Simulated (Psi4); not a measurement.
Psi4 input (wB97X-D/6-311+G**):

```
memory 1500 MB

molecule {
1 1
N    -0.00000000    0.00000000    0.00000000
H     0.01428541    0.96188359   -0.35397200
H     0.83339821   -0.49769460   -0.32934452
H    -0.84032710   -0.47735428   -0.34161902
H    -0.00735652    0.01316529    1.02493554
symmetry c1
no_reorient
no_com
}

set {
  basis 6-311+G**
  reference rks
  scf_type pk
  dft_radial_points 99
  dft_spherical_points 590
  e_convergence 1e-8
  d_convergence 1e-7
  maxiter 150
}

e = energy('wb97x-d')
print_out(f'\nFINAL {e:.10f} DIPOLE {variable("CURRENT DIPOLE")[0]:.6f} {variable("CURRENT DIPOLE")[1]:.6f} {variable("CURRENT DIPOLE")[2]:.6f}\n')
```

**Question.** Predict the final energy.

**Answer.** -56.90300 Eh.
